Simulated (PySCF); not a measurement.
Identify the compound

An unknown has the formula C₂H₂O₂. Its calculated NMR data are:

1H NMR (300 MHz, computed): δ 9.46 (s, 2H).

13C{1H} NMR (computed): δ 201.7 (2C).

- geometry from PBE0-D3(BJ)/def2-TZVP
- shieldings: GIAO PBE0/pcSseg-2
- code: PySCF 2.14
- isolated molecule, one averaged value for each set of equivalent atoms, single conformer, no relativistic terms

References, each an isolated molecule treated in the same way: 1H (31.52 ppm), 13C (186.03 ppm) against TMS.

What is the structure?

## Answers


1. Rings plus π bonds: 2 (no ring in the answer).
2. 1 carbon signal for 2 carbons: some carbons are equivalent by symmetry or fast rotation.
3. Carbon types of the structure: 2 × CH, which accounts for all hydrogens.
4. δC 201.7: aldehyde carbonyl carbon; low-lying n→π* states of the double bond to the heteroatom give a large paramagnetic term (-267 ppm).
5. δH 9.46: hydrogen on an aldehyde carbonyl carbon; the C=O anisotropy and electron withdrawal place aldehyde protons far downfield.

The compound is Glyoxal (O=CC=O).

Shifts are as computed. Against solution values, carbons near 30 ppm lie about +3 ppm off and those near 130 ppm about +9 ppm. Of 1211 compounds with measured shifts, 218 miss one by over three times the rms of a fit or turn the order of signals round; such compounds aren't used in these exercises.
